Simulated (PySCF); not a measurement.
## Relative stability

The two ends of one reaction step of SiH₂ClF, closed shell (PBE0-D4/def2-TZVP).

A:

| atom | x (Å) | y (Å) | z (Å) |
| --- | --- | --- | --- |
| Si1 | -0.8449 | -0.9983 | 0.2515 |
| F2 | 0.4956 | -1.6888 | -0.3553 |
| H3 | 0.9897 | 1.4530 | -0.2973 |
| H4 | -1.1564 | -0.1273 | -0.9820 |
| Cl5 | 0.5980 | 1.2511 | 0.9076 |

B:

```
5
angstrom
Si -0.6951 -0.8904 0.4211
F 1.2051 -0.3287 -0.6735
H 1.2146 0.5064 -0.2424
H -1.3830 -0.2896 -0.7979
Cl -0.3410 1.0257 1.3305
```

Computed with PySCF 2.14 with density fitting (its default auxiliary sets; JK sets also for MP2 and CCSD(T)) (basis: def2-TZVPP); correlated methods freeze the cores. B3LYP uses VWN-RPA correlation.

Question: Which structure is lower at CCSD(T), and by how much? (Judge from chemistry; the value comes from the calculation.)

Answer: By the calculation: A, by 5.36 kcal/mol (electronic energy, against the other). By their contacts, A is a complex of SiHF ([F][SiH]) + HCl and B is a complex of SiHCl ([SiH][Cl]) + HF.

All methods give the same order:

```tsv
method	E(B) − E(A) (kcal/mol)
SPW92	1.63
PBE-D4	2.80
r2SCAN-D4	4.09
PBE0-D4	3.13
B3LYP-D4	5.23
BHLYP-D4	5.72
wB97M-V	4.27
HF	7.65
MP2	4.44
CCSD	5.97
CCSD(T)	5.36
```

No T1 diagnostic of these runs exceeds 0.012.

Labels in which every atom is bracketed show which atoms are joined, not bond orders.

For scale, one of the runs: CCSD(T)/def2-TZVPP, 143 basis functions, launched by `OMP_NUM_THREADS=4 python run.py`. Time: 46 s of wall clock on 4 CPU threads of an AMD EPYC 7B13; the host was shared. Peak host memory: 0.88 GiB.
